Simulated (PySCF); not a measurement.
Input for PySCF: R-M06-2X/def2-TZVPPD on CH5N (SMILES CN) with ghost functions.

```python
from pyscf import gto, dft

mol = gto.M(
    atom='''
    N    -1.44910786    0.21892526   -0.63289417
    H    -0.62051286   -0.36592774   -0.68323617
    H    -2.11093586   -0.17073374   -1.29113017
    C    -2.00912586    0.13940826    0.71448483
    H    -2.90320486    0.75725426    0.77570483
    H    -2.27321286   -0.86783474    1.05198983
    H    -1.29074286    0.54668426    1.42362483
    ghost-N    1.62014314   -0.71241674   -0.47750517
    ghost-H    1.91641214   -0.43787874   -1.40549117
    ghost-H    2.24369314   -1.46010674   -0.20231017
    ghost-C    1.78037314    0.42279426    0.43616983
    ghost-H    1.51018314    0.10809826    1.44182283
    ghost-H    2.78778314    0.84457026    0.47314183
    ghost-H    1.08783314    1.20856926    0.14351283
    ''',
    basis='def2-tzvppd',
    charge=0, spin=0, verbose=4, max_memory=1800)
mf = dft.RKS(mol, xc='m062x').density_fit(auxbasis='def2-universal-jkfit')
mf.grids.level = 4
mf.conv_tol = 1e-9
mf.max_cycle = 150
mf.kernel()
mf.dip_moment()
```

**Question.** Give the final energy of this run.

**Answer.** -95.8464 hartree.
